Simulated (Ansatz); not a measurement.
From input file to script: C₃H₇FN (charge +1), SMILES FC1C[NH2+]C1 in Ansatz 0.2.0.

```yaml
crystal:
  periodic: [false, false, false]
  atoms:
    - { symbol: F, position_ang: [-1.33395, -1.45234, 0.84321] }
    - { symbol: C, position_ang: [-0.67885, -0.8234, -0.202] }
    - { symbol: C, position_ang: [0.80232, -0.63942, 0.07254] }
    - { symbol: "N", position_ang: [0.6771, 0.81566, 0.15934] }
    - { symbol: C, position_ang: [-0.75629, 0.6891, -0.10494] }
    - { symbol: H, position_ang: [-0.91109, -1.23048, -1.20969] }
    - { symbol: H, position_ang: [1.43468, -0.952, -0.78903] }
    - { symbol: H, position_ang: [1.12476, -1.08887, 1.03917] }
    - { symbol: H, position_ang: [0.87403, 1.1754, 1.12286] }
    - { symbol: H, position_ang: [1.18339, 1.30618, -0.61501] }
    - { symbol: H, position_ang: [-1.37159, 1.03897, 0.75491] }
    - { symbol: H, position_ang: [-1.04451, 1.1612, -1.07134] }
basis:
  gaussian:
    orbitals: "6-31G*"
hamiltonian:
  xc: pbe0
  dispersion: d4
total_charge: 1.0
relax:
  f_tol: 0.01
```

`opt_c3h7fn.py`
```python
'''Minimum-energy structure of C3H7FN(+).'''

from dataclasses import dataclass
import logging
import sys

import ansatz as az
import numpy as np
import pandas as pd
from rdkit import Chem
from rdkit.Chem import AllChem

logging.basicConfig(stream=sys.stdout, format='%(levelname)s:%(name)s:%(message)s')
logger = logging.getLogger('calc')
logger.setLevel(logging.INFO)


@dataclass(frozen=True)
class RunConfig:
    basis_set: str = '6-31G*'
    xc: str = 'pbe0'
    dispersion: str = 'd4'
    net_charge: int = 1


cfg = RunConfig()

# a force-field geometry from the SMILES
rd = Chem.AddHs(Chem.MolFromSmiles('FC1C[NH2+]C1'))
AllChem.EmbedMolecule(rd, randomSeed=549)
AllChem.UFFOptimizeMolecule(rd)
system = az.Crystal.molecule()
for atom, xyz in zip(rd.GetAtoms(), rd.GetConformer().GetPositions()):
    system = system.atom(atom.GetSymbol(), xyz.round(5).tolist())

calculation = (
    system.calculation()
    .basis(gaussian=cfg.basis_set)
    .functional(cfg.xc, dispersion=cfg.dispersion)
    .charge(cfg.net_charge)
)
symbols = [site.symbol for site in system.cartesian_sites]
start = np.array([site.position_ang for site in system.cartesian_sites], dtype=float)
report = calculation.relax(force_tolerance=0.01).run(threads=1, pin='off').report
end = np.array(report['positions_ang'])

for key in ('converged', 'free_energy_ev', 'reference_energy_ev', 'n_frozen', 'n_occupied', 'n_virtual'):
    logger.info(f'{key:22s} {report[key]}')

logger.info('final positions (A) and the move of each atom')
for symbol, xyz, old in zip(symbols, end, start):
    logger.info(f'{symbol:2s} {xyz[0]:10.5f} {xyz[1]:10.5f} {xyz[2]:10.5f}   {np.linalg.norm(xyz - old):7.4f}')

charges = report['charge_distribution']
table = pd.DataFrame({'atom': symbols, 'mulliken': charges['mulliken_charges_e'], 'lowdin': charges['lowdin_charges_e']})
print(table.round(3).to_string())
print('dipole (e A):', np.round(charges['dipole_moment_e_ang'], 4) + 0.0)
```

```console
$ python opt_c3h7fn.py
INFO:calc:converged              True
INFO:calc:free_energy_ev         -7416.282369199514
INFO:calc:reference_energy_ev    -7416.137470368156
INFO:calc:n_frozen               0
INFO:calc:n_occupied             [20, 20]
INFO:calc:n_virtual              [69, 69]
INFO:calc:final positions (A) and the move of each atom
INFO:calc:F    -1.19084   -1.25324    1.07672    0.3386
INFO:calc:C    -0.69579   -0.83245   -0.12096    0.0833
INFO:calc:C     0.82954   -0.68191   -0.04496    0.1279
INFO:calc:N     0.64791    0.79641    0.27161    0.1176
INFO:calc:C    -0.78662    0.69567   -0.22900    0.1279
INFO:calc:H    -1.11304   -1.43031   -0.93194    0.3973
INFO:calc:H     1.34214   -0.78018   -1.00274    0.2894
INFO:calc:H     1.34531   -1.23191    0.74275    0.3962
INFO:calc:H     0.69540    0.98641    1.27684    0.3022
INFO:calc:H     1.26627    1.45808   -0.20582    0.4443
INFO:calc:H    -1.50599    1.19848    0.41807    0.3962
INFO:calc:H    -0.83429    1.07496   -1.25057    0.2894
   atom  mulliken  lowdin
0     F    -0.277   0.011
1     C     0.157  -0.090
2     C    -0.257  -0.157
3     N    -0.659  -0.068
4     C    -0.257  -0.157
5     H     0.251   0.152
6     H     0.276   0.178
7     H     0.292   0.179
8     H     0.454   0.301
9     H     0.450   0.293
10    H     0.292   0.179
11    H     0.276   0.178
dipole (e A): [ 0.7078  0.787  -0.3243]
```

Reading the output:
- Total energies depend on the basis set; only differences at equal settings carry meaning.
- The end point is the stationary point reached from this start; no frequency run checks that it is a minimum, and the basis set is modest.
- The Löwdin charges here are taken after orthogonalising the functions within each atom; they differ from plain Löwdin charges, and their signs can be unphysical.
- An ion's dipole depends on the origin; the program takes it about the centre of nuclear charge.
- Total less reference energy is the dispersion correction.
- Finished in 54 s on 1 thread of Arm Neoverse V2, on a shared host, peak memory 0.35 GiB.

(Lines on the test bed's own set-up are left out of the output.)
